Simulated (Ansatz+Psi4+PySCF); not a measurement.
A calculation with PySCF 2.14.0.

```python
from pyscf import gto, scf, mp

mol = gto.M(atom="""
C 0.008620 0.003410 0.003750
H 0.929900 0.000650 -0.550020
H -0.936150 -0.004160 -0.553300
N 0.001020 -0.009280 1.248580
""", basis='cc-pvtz', charge=0, spin=1)
mf = scf.UHF(mol)
mf.kernel()
pt = mp.MP2(mf, frozen=2).run()
print(mf.e_tot, pt.e_corr, pt.e_tot)
```

The script is written out from the run's settings.

The run gave:

| Quantity | Value |
| --- | --- |
| Converged | yes |
| Reference energy | -93.46619 hartree |
| Correlation energy | -0.30838 hartree |
| Total energy | -93.77458 hartree |
| Spin squared of the determinant | 0.946 |

Messages of the program:
```
WARN: HOMO -0.168499393410913 >= LUMO -0.168499393410913
WARN: HOMO -0.168499393410913 >= LUMO -0.168499393410913
```

Caution: the unrestricted determinant is spin contaminated.
